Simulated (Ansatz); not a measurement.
Relaxation of Cl2H2Si (5 atoms, charge 0, multiplicity 1), to a largest force component of 0.03 eV/Å in at most 50 steps.

Method: RKS PBE/def2-SVP (Ansatz 0.2.0).

```xyz
5
Properties=species:S:1:pos:R:3
Si 0.231 -0.009 0.039
Cl 0.811 -0.030 2.056
H 1.617 -0.028 -0.421
H -0.577 1.205 -0.288
Cl -0.845 -1.684 -0.511
```

Q: Where does it end, and by what steps?

A: It converged. After 3 steps the energy has fallen by 0.179 eV; H3 moved furthest, 0.21 Å.

```csv
step,energy less start (eV),largest force component (eV/Å),accepted
0,0.0000,0.994,yes
1,-0.1662,0.405,yes
2,-0.1785,0.057,yes
3,-0.1787,0.006,yes
```

```xyz
5
Properties=species:S:1:pos:R:3
Si 0.289 -0.009 0.087
Cl 0.660 -0.032 2.124
H 1.599 -0.031 -0.635
H -0.518 1.208 -0.235
Cl -0.795 -1.684 -0.467
```

Time of the run: 3.5 s on 1 thread of Intel(R) Xeon(R) 6975P-C (Granite Rapids), on a shared host, peak memory 0.12 GiB.
